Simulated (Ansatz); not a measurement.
ReS2 (P-1, No. 2; cell taken from a computed entry), treated with r²SCAN+SOC in Ansatz (plane waves, PAW).

Numerical settings: plane-wave cutoff 560 eV, 6×6×4 k mesh (along the axes of the cell as run), Fermi–Dirac smearing 0.01 eV, PAW data made under PBE.

Cell (relaxed with PBE-D3(BJ)):

```yaml
crystal:
  lattice:
    - [6.35583, -0.00425, -0.00831]
    - [3.11741, 5.65558, 0.00880]
    - [0.11075, 3.37732, 11.95618]
  atoms:
    - { symbol: Re, position: [0.18826, 0.06436, 0.24621] }
    - { symbol: Re, position: [0.81174, 0.93564, 0.75379] }
    - { symbol: Re, position: [0.31178, 0.43562, 0.25376] }
    - { symbol: Re, position: [0.68822, 0.56438, 0.74624] }
    - { symbol: Re, position: [0.76151, 0.03641, 0.24884] }
    - { symbol: Re, position: [0.23849, 0.96359, 0.75116] }
    - { symbol: Re, position: [0.26147, 0.53643, 0.74887] }
    - { symbol: Re, position: [0.73853, 0.46357, 0.25113] }
    - { symbol: S, position: [0.90485, 0.71465, 0.15008] }
    - { symbol: S, position: [0.09515, 0.28535, 0.84992] }
    - { symbol: S, position: [0.60247, 0.77795, 0.88130] }
    - { symbol: S, position: [0.39753, 0.22205, 0.11870] }
    - { symbol: S, position: [0.36420, 0.75345, 0.13673] }
    - { symbol: S, position: [0.63580, 0.24655, 0.86327] }
    - { symbol: S, position: [0.14412, 0.72185, 0.89598] }
    - { symbol: S, position: [0.85588, 0.27815, 0.10402] }
    - { symbol: S, position: [0.35584, 0.77817, 0.60405] }
    - { symbol: S, position: [0.64416, 0.22183, 0.39595] }
    - { symbol: S, position: [0.13584, 0.74653, 0.36325] }
    - { symbol: S, position: [0.86416, 0.25347, 0.63675] }
    - { symbol: S, position: [0.10251, 0.27793, 0.38127] }
    - { symbol: S, position: [0.89749, 0.72207, 0.61873] }
    - { symbol: S, position: [0.59519, 0.78533, 0.34989] }
    - { symbol: S, position: [0.40481, 0.21467, 0.65011] }
```

**Question.** Estimate the band gap that the calculation returns.

**Answer.** 
- band gap: 1.14 eV (direct)

Note: cell and atoms aren't relaxed at this level (largest force component 0.32 eV/Å, pressure 1.4 GPa).

Static lattice: no zero-point or thermal effects.

Ansatz is a program for electronic structure.
